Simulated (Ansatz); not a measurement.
Task: an active-space calculation of CH₂S₂, SMILES C1SS1, with Ansatz 0.2.0, Python API. Give the script and its output. Level of theory (for the species named): Hartree-Fock, def2-SVP basis, multiplicity 1.

```xyz
5

C    -0.0151    0.1562   -0.2123
S     0.2410    0.0337    1.4487
S     0.0917   -1.4728    0.0464
H    -0.9857    0.5404   -0.4987
H     0.7181    0.6687   -0.8255
```

`ch2s2.py`
```python
import ansatz as az
from ase import Atoms


def main() -> None:
    atoms = Atoms(['C', 'S', 'S', 'H', 'H'], positions=[
        (-0.0151, 0.1562, -0.2123),
        (0.241, 0.0337, 1.4487),
        (0.0917, -1.4728, 0.0464),
        (-0.9857, 0.5404, -0.4987),
        (0.7181, 0.6687, -0.8255),
    ])
    geometry = az.Crystal.molecule_from_ase(atoms)

    base = (
        geometry.calculation()
        .basis(gaussian='def2-SVP')
        .correlation(active_electrons=4, active_orbitals=4)
    )
    for method in [None, 'sc_nevpt2']:
        data = (base if method is None else base.correlation(method)).run(threads=1, backend='cpu').report
        space = data['configurations']
        state = space['states'][0]
        print(method or 'casscf', f'total {data["free_energy_ev"] / 27.211386246:.6f} Ha, active-space state {state["energy"]["hartree"]:.6f} Ha, mean field {data["reference_energy_ev"] / 27.211386246:.6f} Ha')
        print('  determinants', state['n_determinants'], ' natural occupations', [round(n, 3) for n in space['natural_occupations']])


if __name__ == '__main__':
    main()
```

`python ch2s2.py` gives:
```text
casscf total -833.789272 Ha, active-space state -833.789272 Ha, mean field -833.754503 Ha
  determinants 36  natural occupations [1.977, 1.952, 0.05, 0.02]
sc_nevpt2 total -834.148216 Ha, active-space state -833.789245 Ha, mean field -833.754503 Ha
  determinants 36  natural occupations [1.977, 1.952, 0.05, 0.02]
```

What to keep in mind:
- Total energies depend on the basis set; only differences at equal settings carry meaning.
- The geometry is a force-field or estimated start, not a minimum of this method, and the basis set is short of its limit. The active space starts as a window about the frontier orbitals and is then optimised, not chosen by chemistry.
- It ran for 6.8 s on 1 thread of Arm Neoverse V2, on a shared host, peak memory 0.18 GiB.
